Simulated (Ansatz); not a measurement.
# C2H5FO: a ladder of functionals and wavefunction methods

An exercise on one series of results from a longer session: the logs are not shown, and one member is left open.

Program: Ansatz 0.2.0, Gaussian basis. Level of theory: functionals in def2-TZVPP, the program's frozen cores in correlated methods. These are calculated values, not measurements.

The runs, in order: LDA (SPW92), PBE-D4, revPBE-D4, BLYP-D4, r2SCAN-D4, B97M-V, PBE0-D4, B3LYP-D4, r2SCANh-D4, r2SCAN0-D4, HSE06-D4, BHLYP-D4, CAM-B3LYP-D4, LC-ωPBE, ωB97X-V, ωB97M-V, B2PLYP, PBE-QIDH; CCSD(T)/def2-SVP; CCSD(T)/def2-TZVPP; MP2/def2-QZVPP; extrapolation to the limit; RPA on PBE.

**The geometry**

All runs share one geometry, relaxed beforehand with PBE0-D4 in a triple-zeta def2 set.

SMILES `COCF`, 9 atoms, charge 0, spin multiplicity 1.

Atoms are counted from 1 here; the program's logs count them from 0.

Bond lengths: C1–O2 1.414 Å, C1–H5 1.097 Å, C1–H6 1.089 Å, C1–H7 1.093 Å, O2–C3 1.362 Å, C3–F4 1.384 Å, C3–H8 1.099 Å, C3–H9 1.091 Å. Angles: O2–C1–H5 110.8°, O2–C1–H6 107.0°, O2–C1–H7 111.3°, H5–C1–H6 109.2°, H5–C1–H7 109.2°, H6–C1–H7 109.4°, C1–O2–C3 114.0°, O2–C3–F4 111.4°, O2–C3–H8 112.1°, O2–C3–H9 107.6°, F4–C3–H8 106.2°, F4–C3–H9 107.7°, H8–C3–H9 111.8°.

The first run:

Contents of in.yaml:

```yaml
crystal:
  periodic: [false, false, false]
  atoms:
    - {symbol: C, position_ang: [-0.632961, 0.772479, -0.601691]}
    - {symbol: O, position_ang: [-0.045250, 0.485228, 0.651442]}
    - {symbol: C, position_ang: [0.584405, -0.721814, 0.704109]}
    - {symbol: F, position_ang: [1.737923, -0.722947, -0.059744]}
    - {symbol: H, position_ang: [-1.321922, -0.027415, -0.900715]}
    - {symbol: H, position_ang: [-1.190041, 1.700757, -0.485898]}
    - {symbol: H, position_ang: [0.127227, 0.899783, -1.376859]}
    - {symbol: H, position_ang: [-0.044092, -1.533346, 0.310684]}
    - {symbol: H, position_ang: [0.873210, -0.899024, 1.741471]}
basis:
  gaussian: {orbitals: def2-TZVPP}
hamiltonian: {xc: lda}
output: {orbitals: {seedname: orbitals}}
```

Started as:

```console
$ ansatz run in.yaml --threads 4 --pin off --events-out ev --progress --plain --max-ram 10444MiB
```

Among the steps run: LDA; PBE-D4 (GGA); revPBE-D4 (GGA); BLYP-D4 (GGA); r2SCAN-D4 (meta-GGA); B97M-V (meta-GGA); PBE0-D4 (hybrid); B3LYP-D4 (hybrid); r2SCANh-D4 (hybrid); r2SCAN0-D4 (hybrid); HSE06-D4 (hybrid); BHLYP-D4 (hybrid); CAM-B3LYP-D4 (range-separated); LC-ωPBE (range-separated); ωB97X-V (range-separated); ωB97M-V (range-separated); B2PLYP (double hybrid); PBE-QIDH (double hybrid).

One of the session's tables, all rows but one given; the rest of the session is left out.

```
  functional  HOMO (eV)  LUMO (eV)  gap (eV)
 LDA (SPW92)      -6.95       0.55      7.50
      PBE-D4      -6.81       0.73      7.54
   revPBE-D4      -6.75       0.81      7.56
     BLYP-D4      -6.74       0.69      7.43
   r2SCAN-D4      -7.15       1.49      8.64
      B97M-V      -7.31       0.89      8.20
     PBE0-D4      -8.44       1.56     10.00
    B3LYP-D4      -8.21       1.18      9.40
  r2SCANh-D4      -7.76       1.75      9.51
  r2SCAN0-D4      -8.69       2.10     10.79
    HSE06-D4          ?          ?         ?
    BHLYP-D4     -10.06       2.14     12.20
CAM-B3LYP-D4      -9.94       2.31     12.25
     LC-ωPBE     -11.25       3.65     14.91
     ωB97X-V     -10.94       3.46     14.40
     ωB97M-V     -10.87       3.04     13.91
```

Q: Estimate the row for HSE06-D4 from the others.

**Answer.** HOMO (eV): -8.03; LUMO (eV): 1.19; gap (eV): 9.22. In the column «HOMO (eV)» it lies between B3LYP-D4 (-8.21) and r2SCANh-D4 (-7.76).
